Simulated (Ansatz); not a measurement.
One change: `C=CC(N)=O` becomes `C=CC(=O)O`.

Ansatz, PBE0-D4/def2-TZVP geometries, multiplicity 1. Each molecule was computed in one conformer, which needn't be the lowest.

```
                               property  `C=CC(N)=O`
     HOMO energy (PBE0/def2-TZVPP) / eV        -7.45
   HOMO–LUMO gap (PBE0/def2-TZVPP) / eV         6.39
  HOMO energy (ωB97M-V/def2-TZVPP) / eV        -9.91
      HOMO energy (PBE/def2-TZVPP) / eV        -5.80
    HOMO energy (B3LYP/def2-TZVPP) / eV        -7.20
HOMO–LUMO gap (ωB97M-V/def2-TZVPP) / eV        11.00
```

Question: Give the same properties after the change, and the shifts. (Estimate.)

Answer: The calculation gave: 
```csv
property,`C=CC(=O)O`,shift
HOMO energy (PBE0/def2-TZVPP) / eV,-8.20,-0.75
HOMO–LUMO gap (PBE0/def2-TZVPP) / eV,6.67,0.28
HOMO energy (ωB97M-V/def2-TZVPP) / eV,-10.66,-0.75
HOMO energy (PBE/def2-TZVPP) / eV,-6.50,-0.70
HOMO energy (B3LYP/def2-TZVPP) / eV,-7.95,-0.75
HOMO–LUMO gap (ωB97M-V/def2-TZVPP) / eV,11.31,0.31
```

With PBE0 the HOMO falls by 0.75 eV and the LUMO falls by 0.47 eV, so the gap widens by about 0.28 eV. PBE moves the HOMO by -0.70 eV and ωB97M-V by -0.75 eV. The zero-point energy changes by -30.3 kJ/mol with -3 modes.

B3LYP here is the variant with VWN-RPA as its local correlation; programs differ in this.
